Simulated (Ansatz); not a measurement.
How far a parabola holds: energy against volume of rock-salt HfN

Results of r²SCAN in Ansatz (plane waves, PAW) for rock-salt HfN. Numerical settings: plane-wave cutoff 560 eV, 22×22×22 k mesh, Fermi–Dirac smearing 0.05 eV, scalar-relativistic PAW data made under PBE. The cell has no free parameter but its volume, all volumes share cutoff and mesh, and the runs aren't spin-polarised. Energies are free energies at the run's smearing, counted from the lowest row; static lattice.

| V (Å³/atom) | E (meV/atom) |
|---|---|
| 10.889 | ? |
| 11.120 | 17.53 |
| 11.352 | 4.23 |
| 11.584 | 0.00 |
| 11.815 | 3.93 |
| 12.047 | 15.22 |

Q: Fit E against V with a parabola, and predict the withheld value at V = 10.889.

A: With u = V - 11.58, the rows have u = -0.46000, -0.22800, 0.00400, 0.23500, 0.46700. Least squares gives E = 0.005 - 2.657·u + 76.233·u². Residuals (row less fit): 0.172, -0.344, 0.004, 0.339, -0.170; standard error 0.382 (degrees of freedom: 2). The fitted curve has its minimum at V = 11.6, where E = -0.02. Its curvature is d²E/dV² = 2 × 76.233 meV/Å⁶, so B = V0·d²E/dV² × 0.1602 = 283 GPa. At the withheld row, u = -0.69100, so E = 0.005 - 2.657 × (-0.69100) + 76.233 × (-0.69100)² = 38.241 meV/atom. The calculation gives 40.88 meV/atom, 2.639 meV/atom above the prediction (6.5 % of the range of E in the table). The row lies outside the fitted rows, so this is an extrapolation. From the scatter of the fitted rows alone, a prediction at this place has a standard error of 0.902 meV/atom, so the miss is 2.9 times that.

The residuals are curvature that a parabola lacks, not noise. A solid that stiffens under compression and softens on expansion lies above the parabola at the compressed end and under it at the expanded end, as this row does. A third-order Birch-Murnaghan fit to the whole scan has B0 = 282 GPa. Only scans are tabulated whose curvature falls smoothly with volume, and where the parabola meets the shown rows within 5 % of their range and misses the end by 0.1 meV or more.

Measured, for comparison: bulk modulus 260 GPa (room temperature, not corrected to a static lattice, sources range from 260 to 306; as tabulated in Synthesis of Binary Transition Metal Nitrides, Carbides and Borides from the …). Computed less measured: bulk modulus +8 % (inside the range of the sources held).

Spin–orbit coupling is not included.

Ansatz is a quantum-chemistry and plane-wave program.
